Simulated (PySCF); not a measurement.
Molecule: SMILES [PH3]=NC, CH6NP.

Mapped SMILES: `[CH3:1][N:2]=[PH3:3]`. Each H is labelled by its parent atom.

Geometry PBE0-D3(BJ)/def2-SVP throughout; GIAO in PySCF, gas phase, one conformer, non-relativistic; equivalent atoms averaged; functional PBE0.

(1) How do the shifts δ (against TMS, NH3, H3PO4 at the same level) depend on the basis set? (ppm; last column core-seconds on 1 thread of an Arm Neoverse V1, shared host)

(2) Which nucleus moves most, in ppm?

(3) Taking the largest basis, def2-TZVP (135 functions), as the yardstick, rank the others by their worst heavy-atom deviation.

Answers

(1) 
```tsv
basis set	functions	C1	N2	P3	H(P3)	H(C1)	core-s
STO-3G	25	35.1	-7.9	-169.2	3.46	1.05	1.4
6-31G	43	35.6	20.0	-159.9	6.84	3.18	2.9
6-31G*	58	33.3	7.5	-89.0	6.80	2.77	3.4
def2-SVP	76	32.3	14.5	-110.0	6.79	2.50	3.7
6-311+G(2d,p)	125	33.5	9.2	-111.3	7.48	2.84	6.3
def2-TZVP	135	34.3	11.5	-109.3	7.43	2.80	7.9
```

(2) P3 (phosphorus bonded to N, 3 H): from -169.2 ppm with STO-3G to -89.0 ppm with 6-31G*. The smallest spread is 2.13 ppm, at H(C1). Proton shifts span only some 12 ppm, so a few tenths of a ppm matter as much there as several ppm in carbon.

(3) 6-311+G(2d,p) 2.2 ppm (125 functions), def2-SVP 3.1 ppm (76 functions), 6-31G* 20.2 ppm (58 functions), 6-31G 50.6 ppm (43 functions), STO-3G 59.9 ppm (25 functions).

A small basis that lands close on one nucleus may do so by chance; judge by the trend and by all nuclei.
